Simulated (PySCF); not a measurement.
The dipole of `FC1CSC1` from its density and from atomic charges.

Coordinates (PBE0-D3(BJ)/def2-SVP, Å) and charges (e) from the PBE0/pcSseg-1 density (PySCF):

```
atom       x       y       z  Mulliken      IAO  Hirshfeld  ESP-fitted
  F1   0.168   1.114  -1.396   -0.3177  -0.3159    -0.1184     -0.2098
  C2  -0.093   0.657  -0.135   +0.1934  +0.1868    +0.0584     +0.0971
  C3   1.114   0.131   0.630   -0.3018  -0.3431    -0.0781     -0.1672
  S4   0.030  -1.112   1.443   -0.0379  +0.0538    -0.0161     -0.1850
  C5  -0.909  -0.627  -0.062   -0.3018  -0.3431    -0.0780     -0.1801
  H6  -0.589   1.461   0.433   +0.1151  +0.1429    +0.0451     +0.0999
  H7   1.635   0.826   1.303   +0.1625  +0.1544    +0.0492     +0.1349
  H8   1.834  -0.355  -0.047   +0.1628  +0.1549    +0.0444     +0.1337
  H9  -0.676  -1.296  -0.905   +0.1629  +0.1549    +0.0444     +0.1378
 H10  -1.997  -0.535   0.062   +0.1625  +0.1544    +0.0492     +0.1387
```

Task: Form Σ q r in debye for every column and set it beside the full dipole.

Result: The full density gives (-0.19, 0.40, 0.11) D, 0.45 D in size; dipole vectors point from the negative to the positive end.

```json
{"scheme": "Mulliken", "μx": "-0.35", "μy": "-0.42", "μz": "1.48", "size (D)": "1.58", "share of the full size (%)": "348", "angle to the full dipole (°)": "85"}
{"scheme": "IAO", "μx": "-0.48", "μy": "-0.58", "μz": "2.03", "size (D)": "2.17", "share of the full size (%)": "479", "angle to the full dipole (°)": "85"}
{"scheme": "Hirshfeld", "μx": "-0.17", "μy": "-0.14", "μz": "0.64", "size (D)": "0.68", "share of the full size (%)": "150", "angle to the full dipole (°)": "81"}
{"scheme": "ESP-fitted", "μx": "-0.17", "μy": "0.40", "μz": "0.07", "size (D)": "0.45", "share of the full size (%)": "98", "angle to the full dipole (°)": "5"}
```

Task: Which set comes closest?

Result: Length of the difference vector: ESP-fitted 0.04 D, Hirshfeld 0.76 D, Mulliken 1.60 D, IAO 2.18 D. Closest: ESP-fitted. 

Task: What is left for the Hirshfeld atoms' own dipoles?

Result: The Hirshfeld atoms' densities add up to the full density, so μ = Σ q r + Σ (atomic dipoles). The atomic dipoles sum to (-0.19, 0.40, 0.11) − (-0.17, -0.14, 0.64) = (-0.02, 0.54, -0.53) D, 0.76 D in size.

Task: With the origin at the mean of the coordinates, (0.052, 0.026, 0.133) Å, which are the largest single terms, by size, of the IAO dipole along the direction of the full one?

Result: H6 +1.10, H8 -0.83, H9 -0.83, F1 -0.80, C2 +0.49 D; all 10 atoms together +0.19 D. The single terms depend on the origin, their sum doesn't.

Task: Give the size of the full dipole in other units.

Result: 0.45 D = 0.178 au = 0.094 e·Å = 1.51 × 10⁻³⁰ C·m.

The structure is a single PBE0-D3(BJ)/def2-SVP conformer in the gas phase; no vibrational or solvent corrections.

The run behind these numbers computed NMR shieldings as well. On one thread of an Arm Neoverse V2, no GPU, shared host, this took 6.5 s wall.
